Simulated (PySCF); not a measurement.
Adding and removing an electron: SiP

ROHF-CCSD(T); PySCF, spin-free X2C with a Gaussian nucleus, basis sets Si x2c-SVPall, P x2c-SVPall. Neutral (ROHF): doublet (π ↑), Re = 2.098 Å, ωe = 608 cm⁻¹, De = 2.93 eV.

SiP⁺ (UHF): triplet (π ↑↑), Re = 2.240 Å, ωe = 492 cm⁻¹, De = 2.30 eV to Si⁺ + P. The energies at the minima are -631.00024 hartree for SiP and -630.68806 for SiP⁺.

(1) Work out the adiabatic ionisation energy, without and with harmonic zero-point energies (1 hartree = 27.2114 eV, 1 eV = 8065.5 cm⁻¹), and the change of the bond length.

Correlated steps freeze 10 core orbitals. UHF and ROHF references stand side by side, which adds small steps between rows. Correlated levels converge slowly with the basis: in double zeta they bind strong bonds too weakly, by up to about 1 eV, and carry superposition errors of some tenths. For an ion De counts to the pair picked by the measured ionisation energies or electron affinities, which need not be the lowest pair at this level. States were picked by a PBE0 search and need not be the measured ground states.

Neutral and ion stand on different kinds of reference determinant, which adds to the error of the difference.

Results:

(1) At CCSD(T): 0.31218 hartree = 8.495 eV between the minima; the zero-point term (492.0 − 608.0)/2 cm⁻¹ = -0.007 eV makes it 8.488 eV. Re changes by +14.2 pm against the neutral. The electron leaves a π orbital, and the longer bond of the ion fits a bonding orbital, or a change in how ionic the bond is.
